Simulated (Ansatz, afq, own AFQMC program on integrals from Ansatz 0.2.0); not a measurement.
Integrals from Ansatz 0.2.0, then the random walk in our own AFQMC program (afq).

```yaml
crystal:
  periodic: [false, false, false]
  atoms:
    - {symbol: Mn, position_ang: [0.000000, 0.000000, 0.428151]}
    - {symbol: C, position_ang: [0.000000, 0.000000, -1.585165]}
    - {symbol: H, position_ang: [0.000000, 0.890458, -2.223770]}
    - {symbol: H, position_ang: [0.000000, -0.890458, -2.223770]}
basis:
  gaussian: {orbitals: def2-SVP}
magnetization: {spin_polarized: true, initial_magnetization: 7}
correlation: {method: ccsd_t, electrons: outside_noble_gas, hamiltonian_folder: ham}
```

```sh
$ ansatz run in.yaml --threads 1 --pin off --events-out ev --progress --plain --max-ram 16896MiB --backend cuda --devices 0, --max-vram 18GiB
```

afq runs on the folder ham with

```
--method phaseless --trial cisd --walkers 4000 --populations 20 --least-time 60 --time-step 0.005 --steps-per-block 50 --equilibration-blocks 40 --max-blocks 4000 --target-error 0.00021 --factor-cut 1e-05 --start spin_pure --seed 498 --release-times 0.24,0.6,1.2,1.8,2.6 --release-step 0.04 --release-every 3 --taylor-order 6
```

Times are imaginary, in 1/Eh. The walk had a cap of 202 s. With eight or more populations the least sampling time is a fifth of least-time, and the error comes from their spread.

Output of the walk:

```
orbitals 45  electrons 10 3  factors 388 of 607
reference energy -1188.62645298 Eh
CCSD correlation -0.21298523 Eh in 11 cycles, weight of the determinant in the CISD state 0.9158
energy of the start -1188.839298 Eh
 block  time / (1/Eh)  mean weight  energy / Eh
     1     0.250  1.0000  -1188.837680
     2     0.500  1.0002  -1188.839380
     3     0.750  1.0000  -1188.841034
     4     1.000  0.9998  -1188.842002
     5     1.250  1.0001  -1188.843098
    10     2.500  1.0001  -1188.844295
    19     4.750  1.0004  -1188.844656
    29     7.250  1.0000  -1188.843981
    39     9.750  1.0003  -1188.844994
    43    10.750  1.0001  -1188.845611
    49    12.250  0.9997  -1188.845119
    59    14.750  1.0000  -1188.844426
    69    17.250  0.9998  -1188.844456
    79    19.750  0.9998  -1188.844610
    89    22.250  1.0000  -1188.845082
error from the spread of 20 populations
released: time / (1/Eh)  energy / Eh  error  mean overlap
  0.24  -1188.845005  0.000085  0.9977
  0.60  -1188.845067  0.000065  0.9942
  1.20  -1188.844979  0.000067  0.9923
  1.80  -1188.845076  0.000075  0.9870
  2.60  -1188.845228  0.000083  0.9790
energy -1188.844851 +/- 0.000108 Eh
(rows thinned)
```

The run passed its tests (sampling time, drift between the halves within three errors, error under three times the target), which doesn't prove that it has relaxed.

Against this walk (error 2.9 meV) on the same determinant: CCSD(T) 19.0 meV higher, CCSDT(Q) 5.4 meV lower (within the noise). The error is statistical and leaves out the bias of the constraint. The released energies are still falling (meV from the phaseless value at times in 1/Eh: -4.2 ± 2.3 at 0.24, -5.9 ± 1.8 at 0.60, -3.5 ± 1.8 at 1.20, -6.1 ± 2.0 at 1.80, -10.3 ± 2.2 at 2.60), so they give no level.

Cautions: constraint bias not in the error; no relativity below Rb; outer-core shells of the metal frozen; another spin lies lower.

The walk took 120 s on 1 × NVIDIA H100 80GB HBM3 with 2 threads of AMD EPYC 7R13 Processor (Zen 3), with other jobs on the host (the card was shared). The log's last line is the phaseless energy.

CCSDT and higher add their correlation energy to the determinant of the CCSD(T) run, since their own runs factorise the integrals more tightly (a shift of under 2 meV). A walk keeps the symmetry of its determinant, which the program's search chose and which needn't be the lowest solution, so a lower state of the same spin and another symmetry isn't excluded.
